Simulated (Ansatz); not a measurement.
Start from `[SiH3]N[SiH3]` and change one atom or group to get `[AlH2][NH][SiH3]`.

Ansatz, PBE0-D4/def2-TZVP geometries, multiplicity 1. 

```tsv
property	`[SiH3]N[SiH3]`
LUMO energy (PBE0/def2-TZVPP) / eV	-0.08
HOMO energy (PBE0/def2-TZVPP) / eV	-7.52
ideal-gas entropy at 298 K and 1 bar (rigid rotor, harmonic PBE0-D4/def2-TZVP) / J/(mol·K)	336
HOMO–LUMO gap (PBE0/def2-TZVPP) / eV	7.44
size of the dipole moment (PBE/def2-TZVPP) / D	0.92
LUMO energy (PBE/def2-TZVPP) / eV	-0.92
```

(1) Give the same properties after the change, and the shifts. (Estimate.)

## Answers

(1) Ansatz gave: 
```
                                                                                  property  `[AlH2][NH][SiH3]`  shift
                                                        LUMO energy (PBE0/def2-TZVPP) / eV               -0.96  -0.88
                                                        HOMO energy (PBE0/def2-TZVPP) / eV               -7.76  -0.24
ideal-gas entropy at 298 K and 1 bar (rigid rotor, harmonic PBE0-D4/def2-TZVP) / J/(mol·K)                 314    -22
                                                      HOMO–LUMO gap (PBE0/def2-TZVPP) / eV                6.80  -0.64
                                            size of the dipole moment (PBE/def2-TZVPP) / D                0.93   0.01
                                                         LUMO energy (PBE/def2-TZVPP) / eV               -1.73  -0.81
```

With PBE0 the HOMO falls by 0.24 eV and the LUMO falls by 0.88 eV, so the gap narrows by about 0.64 eV. PBE moves the HOMO by -0.30 eV and ωB97M-V by -0.25 eV. The zero-point energy changes by -29.8 kJ/mol with -3 modes. Dipoles are sizes alone; their direction can turn. Modes under 60 cm⁻¹, often nearly free rotors, make the harmonic entropy too high.
